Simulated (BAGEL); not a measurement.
# SiPH5 (SMILES [SiH3]P) at HF/6-31G(d) (density fitting with qzvpp-jkfit, spherical functions)

Aim: the energy change on altering one bond length of SiPH5 at HF/6-31G* (density fitting with qzvpp-jkfit, spherical functions), from 2 runs. 

The results are computed with BAGEL 1.2.2.

1 further run of the same task is left out (set aside as unsound or not needed).

## 1. The system as given

SiPH5 has 7 atoms, charge 0, and is taken as a singlet. SMILES: `[SiH3]P`. Geometry: relaxed at GFN2-xTB.

Bond lengths: Si1–P2 2.234 Å, Si1–H3 1.462 Å, Si1–H4 1.462 Å, Si1–H5 1.465 Å, P2–H6 1.383 Å, P2–H7 1.383 Å. Angles: Si1–P2–H6 95.7°, Si1–P2–H7 95.8°, P2–Si1–H3 106.9°, P2–Si1–H4 106.8°, P2–Si1–H5 113.1°, H6–P2–H7 92.2°, H3–Si1–H4 111.1°, H3–Si1–H5 109.5°, H4–Si1–H5 109.5°.

## 2. A single-point energy at HF/6-31G(d) (density fitting with qzvpp-jkfit, spherical functions)

File input.json:

```json
{ "bagel": [

{
  "title": "molecule",
  "basis": "6-31gs.json",
  "df_basis": "qzvpp-jkfit",
  "angstrom": true,
  "geometry": [
    { "atom": "Si", "xyz": [      -0.640830,      -0.361550,      -0.395920 ] },
    { "atom": "P", "xyz": [       1.061310,      -0.009120,       1.007680 ] },
    { "atom": "H", "xyz": [      -1.825500,      -0.602940,       0.426340 ] },
    { "atom": "H", "xyz": [      -0.298920,      -1.544330,      -1.184630 ] },
    { "atom": "H", "xyz": [      -0.890510,       0.768910,      -1.293660 ] },
    { "atom": "H", "xyz": [       0.664680,       1.260240,       1.387120 ] },
    { "atom": "H", "xyz": [       1.929760,       0.488790,       0.053060 ] }
  ]
},

{ "title": "hf", "charge": 0 },

{ "title": "print", "file": "orbitals.molden", "orbitals": true }

]}
```

The basis set 6-31G* is read from a file made from the Basis Set Exchange's data (not shown).

Started as:

```
BAGEL_NUM_THREADS=1 BAGEL input.json > input.out
```

What it wrote:

```text
* using 1 threads per process

  ===============================================================
  ===============================================================

  *** Geometry ***

  { "atom" : "Si", "xyz" : [     -1.210993,     -0.683230,     -0.748180 ] },
  { "atom" : "P", "xyz" : [      2.005585,     -0.017234,      1.904239 ] },
  { "atom" : "H", "xyz" : [     -3.449695,     -1.139391,      0.805666 ] },
  { "atom" : "H", "xyz" : [     -0.564877,     -2.918361,     -2.238626 ] },
  { "atom" : "H", "xyz" : [     -1.682820,      1.453029,     -2.444663 ] },
  { "atom" : "H", "xyz" : [      1.256063,      2.381508,      2.621277 ] },
  { "atom" : "H", "xyz" : [      3.646718,      0.923679,      0.100269 ] },

  Number of auxiliary basis functions:      346

  Since a DF basis is specified, we compute 2- and 3-index integrals:
    o Being stored without compression. Storage requirement is 0.006 GB

  Number of basis functions:       46
  Number of electrons      :       34

    * METHOD: MOLECULE                             0.09

  *** RHF ***

  === Nuclear Repulsion ===
    91.5029754670

      * DIIS with orbital gradients will be used.

  === RHF iteration (6-31gs.json) ===
      0       -632.48892343          0.01150399           0.02
      1       -632.52693865          0.00332442           0.02
      2       -632.53054458          0.00086501           0.02
      3       -632.53085248          0.00015433           0.02
      4       -632.53086747          0.00002669           0.02
      5       -632.53086801          0.00000694           0.02
      6       -632.53086805          0.00000147           0.02
      7       -632.53086805          0.00000031           0.02
      8       -632.53086805          0.00000007           0.02
      9       -632.53086805          0.00000002           0.02
     10       -632.53086805          0.00000001           0.02
    * SCF iteration converged.

    * Permanent dipole moment:
           (    0.172373,    -0.237251,     0.299318) a.u.

    * METHOD: HF                                   0.26

    * METHOD: PRINT                                0.00

  ===============================================================
```

Run time: 0.52 s. Hardware: 1 thread of Arm Neoverse V2, shared host.

## 3. The distorted shape, same level

File input.json:

```json
{ "bagel": [

{
  "title": "molecule",
  "basis": "6-31gs.json",
  "df_basis": "qzvpp-jkfit",
  "angstrom": true,
  "geometry": [
    { "atom": "Si", "xyz": [   -0.323532,   -1.377020,   -0.699467 ] },
    { "atom": "P", "xyz": [    1.378608,   -1.024590,    0.704133 ] },
    { "atom": "H", "xyz": [   -1.508202,   -1.618410,    0.122793 ] },
    { "atom": "H", "xyz": [    0.018378,   -2.559800,   -1.488177 ] },
    { "atom": "H", "xyz": [   -0.573212,   -0.246560,   -1.597207 ] },
    { "atom": "H", "xyz": [    0.664680,    1.260240,    1.387120 ] },
    { "atom": "H", "xyz": [    2.247058,   -0.526680,   -0.250487 ] }
  ]
},
{ "title": "hf" },
{ "title": "print", "file": "orbitals.molden", "orbitals": true }

]}
```

The basis set 6-31G* is read from a file made from the Basis Set Exchange's data (not shown).

Started as:

```
BAGEL_NUM_THREADS=1 BAGEL input.json > input.out
```

What it wrote:

```text
* using 1 threads per process

  ===============================================================
  ===============================================================

  *** Geometry ***

  { "atom" : "Si", "xyz" : [     -0.611387,     -2.602191,     -1.321801 ] },
  { "atom" : "P", "xyz" : [      2.605192,     -1.936194,      1.330619 ] },
  { "atom" : "H", "xyz" : [     -2.850089,     -3.058352,      0.232045 ] },
  { "atom" : "H", "xyz" : [      0.034729,     -4.837321,     -2.812247 ] },
  { "atom" : "H", "xyz" : [     -1.083214,     -0.465931,     -3.018284 ] },
  { "atom" : "H", "xyz" : [      1.256063,      2.381508,      2.621277 ] },
  { "atom" : "H", "xyz" : [      4.246324,     -0.995281,     -0.473352 ] },

  Number of auxiliary basis functions:      346

  Since a DF basis is specified, we compute 2- and 3-index integrals:
    o Being stored without compression. Storage requirement is 0.006 GB

  Number of basis functions:       46
  Number of electrons      :       34

    * METHOD: MOLECULE                             0.09

  *** RHF ***

  === Nuclear Repulsion ===
    88.2109487129

      * DIIS with orbital gradients will be used.

  === RHF iteration (6-31gs.json) ===
      0       -632.35499104          0.01119744           0.02
      1       -632.39350535          0.00352285           0.02
      2       -632.39793222          0.00140675           0.02
      3       -632.39873816          0.00026076           0.02
      4       -632.39877928          0.00009345           0.02
      5       -632.39878729          0.00003374           0.02
      6       -632.39878858          0.00001468           0.02
      7       -632.39878885          0.00000373           0.02
      8       -632.39878886          0.00000103           0.02
      9       -632.39878886          0.00000044           0.02
     10       -632.39878886          0.00000011           0.02
     11       -632.39878886          0.00000004           0.02
     12       -632.39878886          0.00000001           0.02
     13       -632.39878886          0.00000001           0.02
    * SCF iteration converged.

    * Permanent dipole moment:
           (    0.041050,     0.410371,     0.626896) a.u.

    * METHOD: HF                                   0.30

    * METHOD: PRINT                                0.00

  ===============================================================
```

It took 0.56 s on 1 thread of Arm Neoverse V2, shared host.

## 4. What came out

At HF/6-31G* (density fitting with qzvpp-jkfit, spherical functions):

| quantity | value |
| --- | --- |
| first shape: total energy | -632.53087 Eh |
| first shape: dipole moment | 1.07 D |
| first shape: HOMO energy | -9.96 eV |
| first shape: LUMO energy | 3.61 eV |
| first shape: HOMO–LUMO gap | 13.57 eV |
| distorted shape: total energy | -632.39879 Eh |
| distorted shape: dipole moment | 1.91 D |
| distorted shape: HOMO energy | -9.32 eV |
| distorted shape: LUMO energy | 0.02 eV |
| distorted shape: HOMO–LUMO gap | 9.34 eV |
| energy change with the P2–H6 bond stretched from 1.383 to 2.489 Å | 3.594 eV |

One bond (distorted shape) is far stretched, which a spin-restricted single reference describes badly; a broken-symmetry solution may lie lower. With the P2–H6 bond stretched from 1.383 to 2.489 Å the energy rises by 3.59 eV (83 kcal/mol). The first shape isn't relaxed at this level, so the change isn't measured from a minimum. A restricted reference can't describe the breaking bond well at this length.
